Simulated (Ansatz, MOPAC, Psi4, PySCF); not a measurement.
Reaction (SMILES): CCCCl → [CH2]CC + Cl atom (the C-Cl bond breaks)

Property: bond dissociation energy (enthalpy at 298 K), in kcal/mol. Terms: dispersion terms only where a functional's name holds one; spin-orbit terms left out; valence correlation only; six Cartesian d functions in 6-31G* and its kin unless marked 5d; UHF or UKS for open shells; non-relativistic. CBS marks a two-point X^-3 extrapolation of the correlation energy; Hartree-Fock from the larger set. The bracket is a focal-point correction in the basis named. Ab initio and DFT rows: single points at B3LYP-D3(BJ) geometries (Ansatz, a quantum-chemistry and plane-wave program), with unscaled harmonic terms from B3LYP/6-31G* at its own minima. Semi-empirical rows: MOPAC heats of formation at their own minima for 298 K.

Coupled cluster (Ansatz) is a level with limits of its own, used here on species with T1 under 0.025 (0.045 for open shells) and stable references: RI-MP2/CBS(cc-pV(T+d)Z,cc-pV(Q+d)Z)+[CCSD(T)-MP2]/cc-pV(T+d)Z.

Value to compare with, RI-MP2/CBS(cc-pV(T+d)Z,cc-pV(Q+d)Z)+[CCSD(T)-MP2]/cc-pV(T+d)Z (Ansatz): 86.6 kcal/mol.

| level | program | bond dissociation energy (enthalpy at 298 K) (kcal/mol) | difference |
|---|---|---|---|
| PM3 | MOPAC | 65.5 | -21.1 |
| HF/STO-3G | Ansatz | 61.3 | -25.3 |
| B3LYP/STO-3G | Ansatz | 91.0 | 4.4 |
| B3LYP/3-21G | Ansatz | 73.4 | -13.2 |
| B3LYP/6-31G* | Ansatz | 80.3 | -6.3 |
| B3LYP/cc-pVDZ | Ansatz | 78.5 | -8.1 |
| M06-2X/6-31G* (5d) | PySCF | 86.7 | 0.1 |
| wB97X-D/6-31G* | Psi4 | 85.1 | -1.5 |
| MP2/STO-3G | Ansatz | 77.3 | -9.3 |
| B3PW91/6-31G* (5d) | PySCF | 82.4 | -4.2 |
| B3LYP/def2-TZVPD | Ansatz | 79.2 | -7.4 |

Among the 10 habitual levels, HF/STO-3G lies farthest from RI-MP2/CBS(cc-pV(T+d)Z,cc-pV(Q+d)Z)+[CCSD(T)-MP2]/cc-pV(T+d)Z (Ansatz) (-25.3 kcal/mol) and M06-2X/6-31G* (5d) nearest (0.1); 2 of 10 lie above it, and their mean absolute difference is 9.3 kcal/mol, the median 7.2. One case shows no general order.

The levels are drawn from those run, B3LYP/6-31G* more often than the rest, none by its result; runs whose electronic state is in doubt are left out.
